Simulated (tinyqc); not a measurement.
The integration grid: Kohn-Sham PBE on finer and finer grids in the sto-3g basis, for LiH, spin multiplicity 1. Computed by the program tinyqc with PySCF. Command: `OMP_NUM_THREADS=1 python tinyqc.py 114267 114268 out.jsonl`; one thread of a shared host (Intel(R) Xeon(R) Processor @ 2.60GHz), about 3 s.

Geometry (angstrom):
```
atom       x       y       z
Li    0.0000  0.0000  0.0000
H     0.0000  0.0000  1.3720
```

Self-consistent on each grid; the net force on the molecule should vanish.

Kohn-Sham energy on Becke grids (radial x angular points per atom):
```
grid       points  residual of the electron count  E (hartree)  E - finest (mhartree)  largest net force without grid terms (hartree/bohr)
10 x 14       273                        8.94e-03    -7.932021             -16.759477                                             2.49e-02
15 x 26       769                        2.36e-02    -7.917611              -2.349905                                             1.23e-02
20 x 50      1986                       -1.39e-03    -7.914786               0.475465                                             1.81e-03
30 x 86      5139                       -3.00e-04    -7.915196               0.065370                                             5.30e-04
50 x 194    19348                       -3.29e-06    -7.915258               0.003424                                             1.13e-05
75 x 302    45210                        1.61e-07    -7.915262              -0.000230                                             5.85e-07
120 x 590  141381                       -1.44e-09    -7.915262               0.000000                                             9.69e-09
```

The energy is within 0.1 mhartree of the finest grid first at 30 x 86. The error has both signs, since quadrature is not variational. The electron count and the net force are cheap signs of a poor grid.
